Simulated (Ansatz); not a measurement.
# Multireference treatment of C2H2S, singlet

Computed with Ansatz's Gaussian-basis code (development build). Basis cc-pVTZ on C/H, cc-pV(T+d)Z on S, nonrelativistic, 7 orbitals frozen in the corrections. State-specific CASSCF; RHF is the lowest restricted (open-shell) Hartree–Fock solution met. Solutions may break the symmetry of the shape. The lowest solution met needn't be the lowest there is, nor hold the orbitals that a chemist would pick.

Geometry:

```xyz
5

C     0.0043    0.0195   -1.7625
C     0.0043    0.0061   -0.4636
S     0.0183    0.0070    1.1205
H     0.0129    0.9306   -2.3286
H    -0.0145   -0.9452   -2.3194
```

Q: What do CASSCF and its corrections give against RHF in CAS(6,5), and what are the occupations?

A: CASSCF -1.496 eV, SC-NEVPT2 -13.023 eV; occupations 1.99, 1.93, 1.92, 0.08, 0.08.

Q: Roughly how much CPU time does a whole run from the default start take (median of such runs, summed over threads; nearly all runs on one pinned thread of a shared server, mostly Xeon at 2.3 to 2.6 GHz, by a development driver)?

A: CAS(6,5): about 13 s. Other jobs ran beside these, and the count of passes differs.
